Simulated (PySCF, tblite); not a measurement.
Isomers of C5H11 (doublet state), one GFN2-xTB conformer each. Single-point energies are computed at B3LYP/pcH-1 (PySCF, gas phase, no added dispersion term), electronic only. GFN2-xTB treats the open shell by occupation alone, and not every SCF solution was tested for stability.

```json
{"SMILES": "[CH2]CCCC", "GFN2-xTB relative energy (kcal/mol)": "10.4"}
{"SMILES": "C[CH]C(C)C", "GFN2-xTB relative energy (kcal/mol)": "4.0"}
{"SMILES": "CC[C](C)C", "GFN2-xTB relative energy (kcal/mol)": "0.0"}
{"SMILES": "[CH2]C(C)(C)C", "GFN2-xTB relative energy (kcal/mol)": "7.3"}
```

Conformers: `[CH2:1][CH2:2][CH2:3][CH2:4][CH3:5]` (doublet state) with H–C1–C2–C3 -84° and 85°, C1–C2–C3–C4 180°, C2–C3–C4–C5 180°; `[CH3:1][CH:2][CH:3]([CH3:4])[CH3:5]` (doublet state) with C1–C2–C3–C4 96°; `[CH3:1][CH2:2][C:3]([CH3:4])[CH3:5]` (doublet state) with C1–C2–C3–C4 -82°.

What does B3LYP/pcH-1 give for the same structures?

```
       SMILES  B3LYP/pcH-1 E (Eh)  B3LYP/pcH-1 (kcal/mol)  GFN2-xTB (kcal/mol)  point group
    CC[C](C)C          -197.13273                     0.0                  0.0           Cs
   C[CH]C(C)C          -197.12749                     3.3                  4.0           C1
[CH2]C(C)(C)C          -197.12296                     6.1                  7.3           Cs
    [CH2]CCCC          -197.12142                     7.1                 10.4           Cs
```

Both levels put the same isomer lowest; measured from each level's own lowest isomer, the values differ by up to 3.3 kcal/mol ([CH2]CCCC: 10.4 against 7.1). Neighbours under 5.0 kcal/mol apart (CC[C](C)C and C[CH]C(C)C; C[CH]C(C)C and [CH2]C(C)(C)C; [CH2]C(C)(C)C and [CH2]CCCC) can change places with a better method, another conformer or zero-point energy.

What happens when harmonic zero-point energies from GFN2-xTB frequencies are added?

| SMILES | ZPE (kcal/mol) | electronic (kcal/mol) | with ZPE (kcal/mol) |
| --- | --- | --- | --- |
| CC[C](C)C | 90.0 | 0.0 | 0.0 |
| C[CH]C(C)C | 89.9 | 3.3 | 3.2 |
| [CH2]C(C)(C)C | 89.5 | 6.1 | 5.6 |
| [CH2]CCCC | 90.2 | 7.1 | 7.3 |

The zero-point energies span 0.7 kcal/mol. The order is unchanged.
